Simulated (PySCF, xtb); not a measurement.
BF3, SMILES FB(F)F.

Harmonic wavenumbers (cm⁻¹) from GFN2-xTB (xtb 6.7.1) at its own minimum, in rising order: 404, 404, 520, 866, 1406, 1408.

Task: What does PBE-D3(BJ)/def2-TZVP in PySCF give at its own minimum? (The exact figures need the calculation; the answer reports its results.)

Result: 457, 457, 663, 859, 1421, 1421. Paired by order, the mean absolute difference is 47 cm⁻¹ and the zero-point energies are 7.2 and 7.5 kcal/mol.
